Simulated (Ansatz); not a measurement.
The same path of BH4NO (7 atoms, charge 0, multiplicity 1) was run twice with different band settings. Lost on the way: B1–H2, B1–O3. Made: H2–O3.

The calculation used Ansatz, RKS BHLYP-D4/def2-SVP.

Relaxed end points:

```xyz
7
Properties=species:S:1:pos:R:3
B 0.088 -0.243 0.098
H 0.018 -0.611 1.244
O 1.290 -0.078 -0.519
H 2.032 -0.278 0.040
N -1.083 0.018 -0.613
H -1.997 -0.086 -0.215
H -1.075 0.325 -1.569
```

```xyz
7
Properties=species:S:1:pos:R:3
B -1.679 -1.509 -0.650
H 1.423 -0.027 1.156
O 1.332 0.314 0.267
H 1.952 -0.192 -0.257
N -1.349 -0.192 -0.679
H -1.979 0.528 -0.999
H -0.427 0.125 -0.370
```

Common settings: movable images 5; climbing image yes; spring 5.0 eV/Å²; optimiser quadratic models (default); start path through a guess of the saddle point; iteration limit 60; end points relaxed.

| run | force threshold |
| --- | --- |
| 1 | 0.03 eV/Å |
| 2 | 0.2 eV/Å |

Question: What does each run give, and how far can it be trusted?

Answer: Run 1: converged after 26 iterations, highest image 5.002 eV above the first end. Neighbouring images differ by up to 4.0 eV, so the band resolves the path poorly. A vibrational analysis at the climbing image gives one clearly imaginary mode, 1348i cm⁻¹: a first-order saddle point.
Run 2: converged after 16 iterations, highest image 5.012 eV above the first end. The threshold of 0.2 eV/Å is loose, so the images may lie well off the minimum-energy path. Neighbouring images differ by up to 2.7 eV, so the band resolves the path poorly. The order of the stationary point at the top wasn't checked.
The orbitals stay closed-shell, which can raise the energy where a bond breaks towards radicals; this wasn't checked here.
